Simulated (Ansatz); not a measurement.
# C3H6ClN: a ladder of functionals and wavefunction methods

An exercise on one series of results from a longer session: the logs are not shown, and one member is left open.

The runs use Ansatz 0.2.0, Gaussian basis; functionals in def2-TZVPP, the program's frozen cores in correlated methods.

Levels to be run: PBE-D4, r2SCAN-D4, PBE0-D4, B3LYP-D4, ωB97X-V, ωB97M-V, B2PLYP; CCSD(T)/def2-TZVPP; MP2/def2-QZVPP; extrapolation to the limit.

### Structure used throughout

All runs share one geometry, relaxed beforehand with PBE0-D4 in a triple-zeta def2 set.

SMILES `C/N=C\CCl`, 11 atoms, charge 0, spin multiplicity 1.

Atoms are counted from 1 here; the program's logs count them from 0.

Bond lengths: C1–N2 1.437 Å, C1–H6 1.093 Å, C1–H7 1.096 Å, C1–H8 1.094 Å, N2–C3 1.260 Å, C3–C4 1.499 Å, C3–H9 1.093 Å, C4–Cl5 1.784 Å, C4–H10 1.091 Å, C4–H11 1.086 Å. Angles: N2–C1–H6 108.2°, N2–C1–H7 116.5°, N2–C1–H8 108.4°, H6–C1–H7 108.5°, H6–C1–H8 106.5°, H7–C1–H8 108.3°, C1–N2–C3 122.8°, N2–C3–C4 129.2°, N2–C3–H9 117.0°, C4–C3–H9 113.8°, C3–C4–Cl5 109.5°, C3–C4–H10 110.1°, C3–C4–H11 113.9°, Cl5–C4–H10 106.6°, Cl5–C4–H11 107.4°, H10–C4–H11 109.1°.

Set-up of the first run:

The input, in.yaml:

```yaml
crystal:
  periodic: [false, false, false]
  atoms:
    - {symbol: C, position_ang: [-1.431464, -0.460818, 0.659210]}
    - {symbol: N, position_ang: [-0.207590, 0.023372, 1.236808]}
    - {symbol: C, position_ang: [0.813008, 0.291341, 0.548422]}
    - {symbol: C, position_ang: [1.016753, 0.170322, -0.932195]}
    - {symbol: Cl, position_ang: [1.643413, 1.712353, -1.575390]}
    - {symbol: H, position_ang: [-2.253927, 0.150409, 1.038270]}
    - {symbol: H, position_ang: [-1.483269, -0.474819, -0.435364]}
    - {symbol: H, position_ang: [-1.606837, -1.476865, 1.024086]}
    - {symbol: H, position_ang: [1.690002, 0.661036, 1.085793]}
    - {symbol: H, position_ang: [1.773601, -0.586317, -1.145778]}
    - {symbol: H, position_ang: [0.111710, -0.067012, -1.483362]}
basis:
  gaussian: {orbitals: def2-TZVPP}
hamiltonian: {xc: pbe, dispersion: d4}
output: {forces: true, orbitals: {seedname: orbitals}}
```

On the command line:

```sh
ansatz run in.yaml --threads 4 --pin off --events-out ev --progress --plain --max-ram 10444MiB
```

Among the steps run: PBE-D4 (GGA); r2SCAN-D4 (meta-GGA); PBE0-D4 (hybrid); B3LYP-D4 (hybrid); ωB97X-V (range-separated); ωB97M-V (range-separated); B2PLYP (double hybrid); CCSD(T) in def2-TZVPP; MP2 in def2-QZVPP.

One table of the session follows, with a row left open; its other results are not shown here.

It belongs to the step «Atomisation energies». 

| method | atomisation energy (kJ/mol) |
| --- | --- |
| PBE-D4 | 4332.8 |
| r2SCAN-D4 | 4204.1 |
| PBE0-D4 | 4239.5 |
| B3LYP-D4 | 4209.5 |
| ωB97X-V | 4208.3 |
| ωB97M-V | ? |
| B2PLYP | 4159.4 |
| HF/def2-TZVPP | 2984.6 |
| MP2/def2-TZVPP | 4150.3 |
| CCSD/def2-TZVPP | 4007.5 |
| CCSD(T)/def2-TZVPP | 4079.9 |
| MP2/CBS | 4261.7 |
| CCSD(T)/CBS | 4191.3 |

Estimate the missing values for ωB97M-V.

**Answer.** atomisation energy (kJ/mol): 4214.9. In the column «atomisation energy (kJ/mol)» it lies between B3LYP-D4 (4209.5) and PBE0-D4 (4239.5).

Limits of these values: Free atoms (3 C, 1 N, 1 Cl, 6 H) were run apart at each level; the atomisation energy is their sum less the molecule, without zero-point or spin-orbit terms.
